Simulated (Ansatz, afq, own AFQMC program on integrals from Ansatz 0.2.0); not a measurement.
# BS, doublet in 6-31G along one coordinate

```xyz
2

B     0.0000    0.0000    0.0000
S     0.0000    0.0000    1.6077
```

The B1–S2 distance is changed with both sides rigid. Energies in kJ/mol count from this geometry (1.608 Å) at the same level; the start stands on UHF, each point on the determinant named.

Basis 6-31G. Only valence electrons are correlated. Ansatz 0.2.0 and our own AFQMC program on the same integrals; the CISD trial comes from CCSD amplitudes, and released means the phaseless constraint is let go. Error bars are statistical, one sigma.

Cautions, each for one point or more: (T) is large; CCSDT(Q) on the ROHF determinant differs, perhaps since the unrestricted series falls towards higher spin; an unrestricted solution with more broken spin lies lower; raised T1 diagnostic; strong correlation; the next higher spin lies close; the ph-AFQMC/CISD walk drifts between its halves; unrestricted determinant slightly spin contaminated; unrestricted determinant spin contaminated; walk and cluster series may follow different spin states.

```tsv
r(B1–S2) / Å	det.	T1	weight	⟨S²⟩	r2SCAN	PBE	CCSD(T)
1.465	UHF	0.031	0.91	0.84	90.6	93.6	100.5
1.771	UHF	0.046	0.87	0.92	14.7	10.1	5.6
2.191	UHF	0.080	0.78	0.81	219.5	202.0	184.4
3.023	UHF†	0.092	0.69	1.53	407.9§	390.2§	343.6
4.344	UHF†	0.010	0.92	1.74	512.8§	509.0§	429.4
```

Q: Estimate the curve of full CI, counted from the same start.

A: 
```
r(B1–S2) / Å  det.     T1  weight  ⟨S²⟩    FCI  ph-AFQMC/CISD  CCSDT(Q)
       1.465   UHF  0.031    0.91  0.84  101.9    101.7 ± 0.4     102.1
       1.771   UHF  0.046    0.87  0.92    3.4      4.1 ± 0.5       3.0
       2.191   UHF  0.080    0.78  0.81  181.3    186.4 ± 0.9     175.6
       3.023  UHF†  0.092    0.69  1.53  341.0    344.0 ± 0.6     340.0
       4.344  UHF†  0.010    0.92  1.74  430.7    429.7 ± 0.3     431.5
```

Weight is that of the determinant in the CISD state; at the start T1 is 0.039 and the weight 0.89, and ⟨S²⟩ is 0.88. A dagger marks points whose determinant fills other symmetries than the start's, so the wave-function levels may follow another state there, or a degenerate partner. § marks a functional whose ⟨S²⟩ is too high by over 0.1. Largest departures from full CI: CCSD(T) 3.1 kJ/mol at 2.191 (on UHF), ph-AFQMC/CISD 5.1 kJ/mol at 2.191 (on UHF), CCSDT(Q) -5.8 kJ/mol at 2.191 (on UHF), r2SCAN 38.2 kJ/mol at 2.191, PBE 20.6 kJ/mol at 2.191. Functionals count only at points shown to share the start's state and spin. In this small basis the wave-function levels are far from their limit, so their gap to the functionals isn't the functionals' error.

CCSDT and higher add their correlation energy to the determinant of the CCSD(T) run, since their own runs factorise the integrals more tightly (a shift of under 2 meV). A walk keeps the symmetry of its determinant, which the program's search chose and which needn't be the lowest solution, so a lower state of the same spin and another symmetry isn't excluded.
